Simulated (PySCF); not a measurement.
**Worked example: HBGe, quintet against HBGe, triplet**

Geometry (PBE0/def2-TZVP stationary point of a triplet), kept for both states (HBGe, triplet: Σ⁻; HBGe, quintet: Π):

```xyz
3

Ge    0.0000    0.0000    1.6897
B     0.0000    0.0000   -0.2506
H     0.0000    0.0000   -1.4391
```

Basis 6-31G (Cartesian d functions); PySCF 2.14.0. Correlated methods freeze the noble-gas cores and the filled d shells of p-block atoms. Prefix R: restricted or restricted open-shell reference. No spin–orbit coupling is included, and no scalar relativity.

Full CI isn't at hand for all of this; RCCSDT serves as the reference. It lacks quadruple excitations.

```
   level  E(HBGe, triplet) (hartree)  E(HBGe, quintet) (hartree)
RCCSD(T)                -2100.297731                -2100.181256
     PBE                -2101.625159                -2101.494130
 wB97M-V                -2101.854724                -2101.719740
  RCCSDT                -2100.298588                -2100.181885
```

Q: Give the vertical gap, HBGe quintet less HBGe triplet, at each level in eV (1 hartree = 27.2114 eV), and each error against RCCSDT.

A: RCCSDT: (-2100.181885 − (-2100.298588)) × 27.2114 = 3.176 eV (the reference)
wB97M-V: (-2101.719740 − (-2101.854724)) × 27.2114 = 3.673 eV, error 0.497 eV
PBE: (-2101.494130 − (-2101.625159)) × 27.2114 = 3.565 eV, error 0.389 eV
RCCSD(T): (-2100.181256 − (-2100.297731)) × 27.2114 = 3.169 eV, error -0.007 eV

Total energies of functionals can't be set beside those of wave-function methods, since they hold the core's correlation and their own absolute errors; only the differences compare.

The set has no polarisation functions, so the order and spacing of states can differ from the basis-set limit.

In so small a basis the reference is far from its limit while semilocal and hybrid functionals are nearer theirs, so the functionals' errors here hold much of the reference's basis and frozen-core error, which can add to them or hide them.

Each level lands on the state that its own search finds. T1 diagnostics of restricted CCSD: 0.021 and 0.034.
